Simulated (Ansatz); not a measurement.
fcc Rh was calculated with PBEsol (plane waves, PAW; Ansatz, an electronic-structure program).

Numerical settings: plane-wave cutoff 520 eV, 24×24×24 k mesh, Fermi–Dirac smearing 0.05 eV, no spin polarisation, scalar-relativistic PAW data made under PBE.

Computed at the level's own relaxed cell.

Task: Predict the equilibrium volume per atom, bulk modulus B0, lattice constant a and pressure derivative B′ of the bulk modulus.

Result: 
* **equilibrium volume per atom**: 13.50 Å³/atom
* **bulk modulus B0**: 295 GPa
* **lattice constant a**: 3.780 Å
* **pressure derivative B′ of the bulk modulus**: 5.1

The run finds no gap.

Measured, for comparison: equilibrium volume per atom 13.65 Å³/atom, lattice constant a 3.794 Å (static lattice: zero-point anharmonic expansion removed; as tabulated in Mejia-Rodriguez and Trickey (2018), arXiv:1807.09216); bulk modulus 271 GPa (corrected for temperature and zero-point phonon effects, our sources range from 271 to 289; as tabulated in Levämäki et al. (2014), arXiv:1402.3671). Computed (rounded) less measured: equilibrium volume per atom -1.1 %, bulk modulus +9 % (+2 % to +9 % over the range), lattice constant a -0.4 %.

Static lattice: no zero-point or thermal effects.
